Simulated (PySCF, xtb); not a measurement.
Cl2, SMILES ClCl.

GFN2-xTB in xtb 6.7.1 at its own geometry gives an orbital gap of 3.37 eV and a dipole moment of 0.00 D.

The structure is a stationary point at PBE0-D3(BJ)/def2-TZVPD.

Task: What does M06-2X/def2-TZVPD in PySCF give? (Estimate from the structure and the level; the computed values follow.)

Result: gap 8.11 eV (levels -10.06 and -1.95 eV), dipole 0.00 D.
